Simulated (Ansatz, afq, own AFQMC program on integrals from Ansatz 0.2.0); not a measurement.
AFQMC on a folder of integrals that Ansatz 0.2.0 wrote.

```yaml
crystal:
  periodic: [false, false, false]
  atoms:
    - {symbol: Ge, position_ang: [0.000000, -0.032589, 0.727772]}
    - {symbol: Al, position_ang: [0.000000, 0.085244, -1.860617]}
    - {symbol: H, position_ang: [0.000000, 1.222702, -0.441246]}
    - {symbol: H, position_ang: [0.000000, -1.155964, -2.200869]}
basis:
  gaussian: {orbitals: cc-pVDZ}
magnetization: {spin_polarized: true, initial_magnetization: 3}
correlation: {method: ccsd_t, electrons: outside_noble_gas, hamiltonian_folder: ham}
```

```sh
$ ansatz run in.yaml --threads 1 --pin off --events-out ev --progress --plain --max-ram 1382MiB
```

afq runs on the folder ham with

```
--method phaseless --trial hf --walkers 120 --populations 1 --least-time 40 --time-step 0.005 --steps-per-block 20 --equilibration-blocks 112 --max-blocks 600 --target-error 0.00108 --factor-cut 1e-05 --start spin_pure --seed 5578 --taylor-order 6
```

Times are imaginary, in 1/Eh. The walk had a cap of 1002 s. Filled inner d shells are frozen with the cores.

Log:

```
orbitals 36  electrons 6 3  factors 283 of 596
reference energy -2318.28992189 Eh
CCSD correlation -0.14940740 Eh in 12 cycles, weight of the determinant in the CISD state 0.8798
energy of the start -2318.290138 Eh
 block  time / (1/Eh)  mean weight  energy / Eh
     1     0.100  1.0001  -2318.311403
     2     0.200  1.0003  -2318.330370
     3     0.300  1.0001  -2318.344464
     4     0.400  1.0003  -2318.360462
     5     0.500  1.0018  -2318.365566
     8     0.800  1.0009  -2318.389076
    18     1.800  1.0016  -2318.432429
    69     6.900  0.9985  -2318.439468
   120    12.000  1.0004  -2318.440713
   137    13.700  0.9993  -2318.421584
   171    17.100  1.0001  -2318.430144
   222    22.200  1.0004  -2318.436302
   273    27.300  0.9990  -2318.443282
   324    32.400  1.0015  -2318.443438
   375    37.500  1.0000  -2318.442035
   426    42.600  1.0002  -2318.441028
   477    47.700  1.0000  -2318.458066
   528    52.800  1.0002  -2318.471923
   579    57.900  1.0001  -2318.446986
   630    63.000  1.0012  -2318.448738
   681    68.100  1.0013  -2318.459534
   698    69.800  0.9993  -2318.444370
blocks merged  error / Eh  count
     1  0.000446  600
     2  0.000598  300
     4  0.000791  150
     8  0.001027  75
    16  0.001283  37
    32  0.001566  18
    64  0.001932  9
energy -2318.445371 +/- 0.001566 Eh
(rows thinned)
```

The run passed its tests (sampling time, drift between the halves within three errors, error under three times the target), which doesn't prove that it has relaxed. The second half of the sampling lies below the first by 1.6 errors of their difference, so the energy may still be moving and its error bar be too small.

Against this walk (error 42.6 meV) on the same determinant: CCSD(T) 36.4 meV higher (within the noise), CCSDT(Q) 5.4 meV lower (within the noise). The error is statistical and leaves out the bias of the constraint.

Cautions: constraint bias not in the error; error above the target (42.6 against 29.4 meV); no relativity below Rb; no spin-orbit coupling; inner d shell frozen; lower spins were not checked.

The walk took 2.4 min on 1 thread of Intel(R) Xeon(R) 6975P-C (Granite Rapids) (shared host). The log's last line is the phaseless energy.

CCSDT and higher add their correlation energy to the determinant of the CCSD(T) run, since their own runs factorise the integrals more tightly (a shift of under 2 meV). A walk keeps the symmetry of its determinant, which the program's search chose and which needn't be the lowest solution, so a lower state of the same spin and another symmetry isn't excluded.
